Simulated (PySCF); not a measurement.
# A diatomic session: BH

An exercise on one series of results from a longer session: the logs are not shown, and one member is left open.

Method: B def2-TZVPP, H def2-TZVPP, no relativity; program: PySCF 2.14.0.

Set-up of the first run:

The job is set up so:

```
atoms                         : B, H
charge                        : 0
basis                         : B def2-TZVPP, H def2-TZVPP
Hamiltonian                   : no relativity
basis functions               : 45
electrons treated             : 6
masses in u                   : 11.0093, 1.0078
levels                        : PBE0, PBE, r²SCAN, M06-L, TPSS, B97-3, PBEsol, ωB97X-V, HF, MP2, SCS-MP2, CCSD, CCSD(T)
grid                          : 80 radial by 434 angular points
occupations                   : held fixed by the projection of orbital angular momentum
dissociation limit            : B + H, each in its ground configuration
starting distance in angstrom : 1.135
values of 2S to try           : 0, 2
```

Started as:

```bash
$ OMP_NUM_THREADS=1 python dia.py task.json out
```

Steps of the session up to this table: Set-up; The PBE0 curve of the state that the search chose; Higher solutions at PBE0; PBE (GGA); r²SCAN; M06-L; TPSS; B97-3; PBEsol (GGA); ωB97X-V; RHF; Adding correlation.

One of the session's tables, all rows but one given; the rest of the session is left out.

It belongs to the step «The curves together». Energy (eV) from each level's lowest point:

| R (Å) | RHF | RHF-MP2 | RHF-SCS-MP2 | RHF-CCSD | RHF-CCSD(T) |
| --- | --- | --- | --- | --- | --- |
| 1.067 | 0.321 | 0.332 | 0.332 | n/a | n/a |
| 1.117 | 0.133 | 0.142 | 0.142 | 0.158 | 0.160 |
| 1.167 | 0.031 | 0.037 | 0.037 | 0.047 | 0.048 |
| 1.204 | 0.000 | 0.003 | 0.003 | 0.008 | 0.009 |
| 1.241 | 0.001 | 0.000 | 0.000 | 0.000 | 0.000 |
| 1.278 | ? | ? | ? | ? | ? |
| 1.328 | 0.099 | 0.087 | 0.087 | 0.073 | 0.071 |
| 1.390 | 0.227 | 0.207 | 0.206 | 0.180 | 0.177 |
| 1.464 | 0.425 | 0.393 | 0.391 | 0.350 | 0.344 |
| 1.564 | 0.734 | 0.685 | 0.680 | n/a | n/a |

Estimate the missing values for R (Å) = 1.278.

Worked estimate for «RHF». A straight line through the neighbours (1.241, 0.001) and (1.328, 0.099) gives 0.001 + (0.099 − 0.001) × (1.278 − 1.241) / (1.328 − 1.241) = 0.043; a parabola fitted to 4 rows on both sides gives 0.030.

**Answer.** RHF: 0.028; RHF-MP2: 0.023; RHF-SCS-MP2: 0.023; RHF-CCSD: 0.017; RHF-CCSD(T): 0.017. In «RHF» the line misses by +0.015 and the parabola by +0.002.

State 2 has its PBE0 minimum 0.89 eV higher. The other levels ran on the lowest alone.
